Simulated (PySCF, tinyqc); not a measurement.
FCI on RHF in the sto-3g basis, frozen core, for LiH, spin multiplicity 1, step by step. The lowest restricted solution is unstable here: a spin-polarised one lies 0.0366 hartree lower (PySCF). One step of it, computed by the program tinyqc.

Question. FCI: roots. Diagonalise (each vector has its largest component positive (the first on a tie)); all determinants have Ms = 0, so triplets appear too. The lowest singlet root is the correlation energy.

Occupation strings over the orbitals (2 doubly, a alpha, b beta, 0 empty; spin orbitals ordered 1a 1b 2a 2b ...): 220000 2ab000 2a000b 2ba000 2b000a 202000 20a00b 200200 200020 20b00a 200002

H - E(HF) between determinants (hartree):
```
           220000     2ab000     2a000b     2ba000     2b000a     202000     20a00b     200200
220000   0.000000   0.000000   0.000000   0.000000   0.000000   0.036297   0.058560   0.020913
2ab000   0.000000   0.088166  -0.010769  -0.036297  -0.058560   0.091455  -0.030770   0.022069
2a000b   0.000000  -0.010769   0.243464  -0.058560  -0.131505  -0.030770   0.021196   0.016698
2ba000   0.000000  -0.036297  -0.058560   0.088166  -0.010769  -0.091455  -0.112418  -0.022069
2b000a   0.000000  -0.058560  -0.131505  -0.010769   0.243464   0.030770   0.047791  -0.016698
202000   0.036297   0.091455  -0.030770  -0.091455   0.030770   0.485373  -0.117052   0.041238
20a00b   0.058560  -0.030770   0.021196  -0.112418   0.047791  -0.117052   0.395787   0.009593
200200   0.020913   0.022069   0.016698  -0.022069  -0.016698   0.041238   0.009593   0.582622
200020   0.020913   0.022069   0.016698  -0.022069  -0.016698   0.041238   0.009593   0.016869
20b00a  -0.058560  -0.112418   0.047791  -0.030770   0.021196   0.117052  -0.042476  -0.009593
200002   0.131505  -0.047791   0.032474   0.047791  -0.032474   0.042476  -0.032842   0.017829

           200020     20b00a     200002
220000   0.020913  -0.058560   0.131505
2ab000   0.022069  -0.112418  -0.047791
2a000b   0.016698   0.047791   0.032474
2ba000  -0.022069  -0.030770   0.047791
2b000a  -0.016698   0.021196  -0.032474
202000   0.041238   0.117052   0.042476
20a00b   0.009593  -0.042476  -0.032842
200200   0.016869  -0.009593   0.017829
200020   0.582622  -0.009593   0.017829
20b00a  -0.009593   0.395787   0.032842
200002   0.017829   0.032842   0.512825
```

Give: lowest roots of this matrix, relative to E(HF); lowest vectors; <S^2> of these roots; weight of the ground state by excitation level 0, 1, 2, ....

Answer.

lowest roots of this matrix, relative to E(HF) (hartree): [-0.0583, -0.0188, 0.0211, 0.1002, 0.3481, 0.3968, 0.4356, 0.5432]

lowest vectors, order 220000, 2ab000, 2a000b, 2ba000, 2b000a, 202000, 20a00b, 200200, 200020, 20b00a, 200002:
$$\begin{pmatrix}
0.9166 & 0.0000 & -0.2415 & 0.0000 \\
0.1197 & 0.6369 & 0.5888 & -0.1500 \\
-0.0199 & 0.2311 & -0.1394 & 0.6405 \\
-0.1197 & 0.6369 & -0.5888 & -0.1500 \\
0.0199 & 0.2311 & 0.1394 & 0.6405 \\
-0.1635 & 0.0000 & -0.3339 & 0.0000 \\
-0.1798 & 0.2023 & -0.1676 & -0.2594 \\
-0.0153 & 0.0000 & -0.0051 & 0.0000 \\
-0.0153 & 0.0000 & -0.0051 & 0.0000 \\
0.1798 & 0.2023 & 0.1676 & -0.2594 \\
-0.1963 & 0.0000 & 0.2043 & 0.0000
\end{pmatrix}$$

<S^2> of these roots: [0.0000, 2.0000, 0.0000, 2.0000, 0.0000, 0.0000, 2.0000, 0.0000]

weight of the ground state by excitation level 0, 1, 2, ...: [0.8402, 0.0294, 0.1304]

The reference has a weight of only 0.84: one determinant is a poor start here. A root of higher spin lies below E(HF).
